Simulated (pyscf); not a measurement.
# Multi-bond step: `[Si]=[N][SiH3]` [singlet] + `[H][H]` → `[SiH][NH][SiH3]` [singlet]

Gas phase, singlet surface, charge 0. Bonds broken: H3–H5, Si4–H6. Bonds formed: N1–H3, Si2–H6, Si4–H5. Optimised with ωB97X-D3(BJ)/def2-SVP in PySCF.

Transition state (Å):

```xyz
8

N      1.0528     0.0454     0.2511
Si     1.5532     1.2088     1.3223
H      0.4528    -0.9085    -0.4527
Si    -0.4351    -0.3856     1.0614
H     -0.4351    -1.4889    -0.3961
H      0.0210     0.8068     2.2130
H     -1.7194     0.2648     0.7155
H     -0.4865    -1.4910     2.0450
```

One imaginary mode, 1816i cm⁻¹; descent along it reached the two sides named.

```
bond    change  reactant side (Å)  saddle  product side
------  ------  -----------------  ------  ------------
H3–H5   breaks              0.760   1.062           2.7
Si4–H6  breaks              1.493   1.719           2.9
N1–H3    forms                2.9   1.329         1.018
Si2–H6   forms                4.0   1.817         1.539
Si4–H5   forms                3.7   1.828         1.493
```

Electronic energies relative to the separated reactants (kcal/mol):

```json
[
 {"level": "ωB97X-D3(BJ)/def2-TZVP", "barrier": "54.2", "reaction energy": "-16.4", "reverse barrier": "70.6"},
 {"level": "PBE/def2-TZVP", "barrier": "48.2", "reaction energy": "-11.6", "reverse barrier": "59.9"},
 {"level": "r²SCAN/def2-TZVP", "barrier": "52.1", "reaction energy": "-12.1", "reverse barrier": "64.2"},
 {"level": "B3LYP-D3(BJ)/def2-TZVP", "barrier": "58.4", "reaction energy": "-11.7", "reverse barrier": "70.1"},
 {"level": "PBE0-D3(BJ)/def2-TZVP", "barrier": "49.6", "reaction energy": "-16.2", "reverse barrier": "65.9"},
 {"level": "M06-2X/def2-TZVP", "barrier": "57.8", "reaction energy": "-12.5", "reverse barrier": "70.3"},
 {"level": "ωB97M-D3(BJ)/def2-TZVP", "barrier": "56.4", "reaction energy": "-13.1", "reverse barrier": "69.5"},
 {"level": "HF/def2-TZVP", "barrier": "77.0", "reaction energy": "-15.2", "reverse barrier": "92.1"}
]
```

With ωB97M-D3(BJ)/def2-TZVP energies and thermal terms (ideal gas, 1 atm, RRHO with modes under 100 cm⁻¹ raised to 100, one conformer, R ln 2 for chiral ones without a mode under 150 cm⁻¹), in kcal/mol:

```
T (K)   ΔH‡   ΔG‡    ΔH     ΔG
-----  ----  ----  ----  -----
298    56.0  64.8  -9.0   -1.4
600    55.1  74.1  -9.6   +6.6
900    55.0  83.6  -9.4  +14.6
1200   55.3  93.1  -8.9  +22.6
```

At the saddle there is also a short Si–Si, H–Si contact that neither side keeps. This is the saddle that the search found; another between the same sides may lie lower.
